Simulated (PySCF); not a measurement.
Structure problem from calculated spectra and properties.

Formula: C4H2ClN.

| Item | Value |
| --- | --- |
| Polarisability | 61.5 au [wB97X-D/def2-SVPD] |
| UV, strongest line | among the 8 lowest singlet transitions: S2 at 6.54 eV (189 nm, f = 0.134) [TDDFT wB97X-D/def2-SVPD] |
| Dipole | 4.16 D [wB97X-D/def2-SVPD] |
| UV, first state | lowest singlet excitation: 6.38 eV (194 nm, f = 0.013) [TDDFT wB97X-D/def2-SVPD] |
| XPS | Cl2p3/2 207.5, C1s 291.7, C1s 292.1, C1s 292.8, C1s 293.1, N1s 404.9, Cl1s 2830.2 eV [ΔSCF SCAN, pcX-2 on the ionised atom, pcseg-1 elsewhere, spin-free X2C, 2p3/2 from a spin–orbit splitting computed afterwards within the 2p shell] |
| Rotational structure | rotational constants A, B, C: 6.882, 1.701, 1.447 GHz [GFN2-xTB] |
| Triplet | lowest triplet excitation (Tamm–Dancoff): 4.31 eV [TDA wB97X-D/def2-SVPD] |

Gas-phase values; electronic properties from PySCF, density fitting. Levels stand in brackets. Geometry: GFN2-xTB; no solvent, vibrations or thermal averaging.

Problem. Give a SMILES that accounts for the data.

Solution. Numbering: `[N:1]#[C:2][C@@H:3]1[CH:4]=[C:5]1[Cl:6]`. Its formula, C4H2ClN, gives 4 degrees of unsaturation: 1 ring and 3 π bonds in the structure found. The core levels belong to: Cl2p3/2 207.5 eV, vinyl chlorine [Cl6]; C1s 291.7 eV, alkene CH carbon [C4]; C1s 292.1 eV, nitrile carbon [C2]; C1s 292.8 eV, sp3 carbon next to a nitrile [C3]; C1s 293.1 eV, vinylic C–Cl carbon [C5]; N1s 404.9 eV, nitrile nitrogen [N1]; Cl1s 2830.2 eV, vinyl chlorine [Cl6]. The hole state at 293.1 eV has ⟨S²⟩ = 0.84 against 0.75, so that value is less sure. The optimised geometry has point group C1 and is an asymmetric top. Structure: `N#C[C@@H]1C=C1Cl`. The assignments are read from this structure; whether some other isomer fits the data as well wasn't checked. The mirror image fits equally.
